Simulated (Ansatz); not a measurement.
# Relaxing a trial structure of CHBF−

The starting geometry of this gas-phase singlet was optimised with GFN2-xTB; its bonds are those of `[C]=[BH-]F`.

```xyz
4

C    -3.0930   -0.8857    1.0466
B    -2.4996    0.3778    0.6699
F    -2.5460    1.7258    1.1971
H    -1.7910    0.2889   -0.3317
```

Question: Where would you expect an optimisation with PBE0-D4/def2-TZVPD to take it?

Answer: It rearranges to `C#[B-]F`. Contacts that open: B2–H4 (1.23 → 2.39 Å). Contacts that close: C1–H4 (2.23 → 1.07 Å).

The energy falls by 2.01 eV over 21 steps:

```json
{"step": "1", "E − E(last) (eV)": "2.015"}
{"step": "3", "E − E(last) (eV)": "1.944"}
{"step": "5", "E − E(last) (eV)": "1.894"}
{"step": "8", "E − E(last) (eV)": "1.682"}
{"step": "10", "E − E(last) (eV)": "1.211"}
{"step": "12", "E − E(last) (eV)": "0.811"}
{"step": "14", "E − E(last) (eV)": "0.494"}
{"step": "17", "E − E(last) (eV)": "0.018"}
{"step": "19", "E − E(last) (eV)": "0.000"}
{"step": "21", "E − E(last) (eV)": "0.000"}
```

Final geometry (Å):

```xyz
4

C    -2.3576   -0.2410    0.2783
B    -2.5832    0.8755    0.9414
F    -2.8144    2.0188    1.6210
H    -2.1744   -1.1465   -0.2588
```

No frequencies were run, so the end isn't proven a minimum. Run with Ansatz 0.2.0, 20 s on 2 threads of Arm Neoverse V1, with other jobs on the host.
